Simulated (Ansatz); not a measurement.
Cost and result for the atomization energy of C₃H₅NO₂, SMILES `C/N=C(/O)C=O` (11 atoms, 10 bonds).

Cartesian coordinates in Å:
```
C -0.7037 -1.3421 -0.5629
N 0.5750 -0.7540 -0.2471
C 0.6940 0.4119 0.2068
O 1.9089 0.9264 0.4900
C -0.3708 1.4261 0.5183
O -1.5420 1.2257 0.3590
H -0.5341 -2.3513 -0.9384
H -1.2424 -0.7703 -1.3237
H -1.3572 -1.3984 0.3122
H 2.5548 0.2403 0.2740
H 0.0174 2.3858 0.9117
```

Charge 0, multiplicity 1. The geometry is a stationary point of PBE0-D4/def2-TZVP. It is one conformer, not always the lowest. Program: Ansatz. All runs use 4 threads of an Arm Neoverse V1 on a shared host. Times are those of one run each, without the atoms' runs, and a repeat can differ threefold. Electronic energies, without spin–orbit coupling; frozen cores. CCSD(T)/CBS adds CCSD(T) − MP2 in def2-TZVPP to the MP2 limit, and its time is that of the two runs behind it. T1 = 0.014; the RHF reference is unstable towards UHF. B3LYP takes the VWN-RPA correlation (the form of Gaussian; ORCA's B3LYP/G).

CCSD(T)/CBS is a level of theory with its own doubt, some kJ/mol a heavy atom from the limit and from the frozen cores, so smaller differences don't rank the functionals.

```
                             level  functions  wall time
   PBE-D4/def2-TZVPP (with forces)        256      2.7 s
                PBE0-D4/def2-TZVPP        256      2.8 s
 B3LYP-D4/def2-TZVPP (with forces)        256      4.3 s
r2SCAN-D4/def2-TZVPP (with forces)        256        5 s
                 B2PLYP/def2-TZVPP        256        6 s
                ωB97X-V/def2-TZVPP        256      7.5 s
  ωB97M-V/def2-TZVPP (with forces)        256       11 s
                    MP2/def2-QZVPP        492       28 s
                CCSD(T)/def2-TZVPP        256      4 min
                 CCSD(T)/CBS(def2)          –    4.5 min
```

Question: What atomization energy does each give, and how far from CCSD(T)/CBS? (Best estimate.)

Answer: Ansatz gave: 
```tsv
level	atomization (kJ/mol)	difference from CCSD(T)/CBS	per bond
PBE-D4/def2-TZVPP (with forces)	4812.0	211.7	21.2
PBE0-D4/def2-TZVPP	4645.5	45.2	4.5
B3LYP-D4/def2-TZVPP (with forces)	4621.1	20.8	2.1
r2SCAN-D4/def2-TZVPP (with forces)	4627.0	26.7	2.7
B2PLYP/def2-TZVPP	4572.6	-27.7	-2.8
ωB97X-V/def2-TZVPP	4621.1	20.8	2.1
ωB97M-V/def2-TZVPP (with forces)	4629.2	28.9	2.9
MP2/def2-QZVPP	4680.0	79.7	8.0
CCSD(T)/def2-TZVPP	4465.8	-134.5	-13.5
CCSD(T)/CBS(def2)	4600.3	0.0	0.0
```

From PBE to PBE0 (25 % exact exchange), in def2-TZVPP and without D4, the atomization energy moves by −163.1 kJ/mol: exact exchange takes away binding that semilocal exchange gives to molecules. In def2-TZVPP, CCSD(T) changes the Hartree–Fock value by +1369.6 kJ/mol (the triples alone add +100.4 kJ/mol) and MP2 by +1504.5 kJ/mol; breaking electron pairs costs correlation energy, which Hartree–Fock lacks. The D4 term adds +32.4 kJ/mol with B3LYP and +17.0 kJ/mol with PBE0; it sums over pairs of atoms, weighted by their polarisabilities, and B3LYP, whose exchange is more repulsive, gets the larger term.
